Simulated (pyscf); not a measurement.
Thermochemistry of product channels of InH [singlet] + water (H₂O) on the singlet surface, in kJ/mol, from ωB97M-D3(BJ)/def2-TZVP energies (ideal gas, 1 atm, RRHO with modes under 100 cm⁻¹ raised to 100, one conformer, R ln 2 for chiral ones without a mode under 150 cm⁻¹). Structures and frequencies: ωB97X-D3(BJ)/def2-SVP in PySCF.

```
products                             ΔE  ΔH(298 K)  ΔG(298 K)  ΔG(600 K)
-------------------------------  ------  ---------  ---------  ---------
HO–InH₂                           -34.7      -40.0       -3.9      +32.1
O=InH + hydrogen (H₂)            +183.4     +166.7     +174.8     +181.6
HO–In [singlet] + hydrogen (H₂)   -79.9      -88.5      -85.7      -84.1
```

These are energies of the channels, which say nothing of barriers. Elements past Kr carry the def2 core potentials, without spin-orbit coupling.
